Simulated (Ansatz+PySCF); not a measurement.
The numbers below are computed, except where a source is named.
A run of PySCF 2.14.0 on singlet CH5N at this shape:

```csv
atom,x (Å),y (Å),z (Å)
C,-0.0485,0.0438,-0.6948
N,-0.0261,0.0459,0.7161
H,0.0226,-1.0219,-1.1546
H,-0.9165,0.5319,-1.0954
H,0.8374,0.5599,-1.0614
H,-0.8398,-0.4023,1.1596
H,0.8589,-0.4363,1.1266
```

Its results:

```yaml
Converged: yes
Total_energy: -95.74815 hartree
Spin_squared_of_the_determinant: 0.000
Cycles: 9
```

Which input gives this output? Name the method, the orbitals and the basis set, and write the input.

ωB97X (restricted) in def2-SVP. An unrestricted run that stays on the closed shell gives the same numbers.

```python
from pyscf import gto, dft

mol = gto.M(atom="""
C -0.048460 0.043760 -0.694790
N -0.026090 0.045890 0.716150
H 0.022550 -1.021890 -1.154630
H -0.916470 0.531860 -1.095430
H 0.837380 0.559900 -1.061430
H -0.839810 -0.402340 1.159550
H 0.858950 -0.436280 1.126590
""", basis='def2-svp', charge=0, spin=0)
mf = dft.RKS(mol, xc='wb97x')
mf.kernel()
print(mf.converged, mf.e_tot, mf.spin_square()[0])
```
